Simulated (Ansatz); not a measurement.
Barrier height from H + FH to the transition structure FH2, without zero-point energy, on the benchmark's geometries as Psi4's copy of the set gives them.
Transition structure (charge 0, multiplicity 2):
```tsv
atom	x (Å)	y (Å)	z (Å)
H	0.0000	0.0000	1.1372
F	0.0000	0.0000	0.0000
H	0.0000	0.0000	-1.1372
```

Open shells are unrestricted; no spin–orbit coupling.

Correlated levels freeze the cores. CBS: X⁻³ extrapolation of the correlation energy, Hartree–Fock from the larger set.

The values were computed with Ansatz (Gaussian orbitals). Values without a source in brackets are computed.

PBE/def2-TZVPPD gives 27.16 kcal/mol for the barrier height.

Problem. Predict the shift from PBE, with its sign, for: r2SCAN/def2-TZVPPD, B3LYP/def2-TZVPPD, wB97M-V/def2-TZVPPD, B2PLYP/def2-TZVPPD, MP2/CBS(aug-cc-pVTZ, aug-cc-pVQZ), CCSD(T)/CBS(aug-cc-pVTZ, aug-cc-pVQZ).

Solution. r2SCAN/def2-TZVPPD 1.97; B3LYP/def2-TZVPPD 3.97; wB97M-V/def2-TZVPPD 10.00; B2PLYP/def2-TZVPPD 9.57; MP2/CBS(aug-cc-pVTZ, aug-cc-pVQZ) 18.93; CCSD(T)/CBS(aug-cc-pVTZ, aug-cc-pVQZ) 14.78 kcal/mol. 6 of 6 lie above PBE; the widest gap is to MP2/CBS(aug-cc-pVTZ, aug-cc-pVQZ).

The set's own value is 42.18 kcal/mol (Zhao et al., NHTBH38), an estimate for the real system.

Ansatz is a first-principles code.
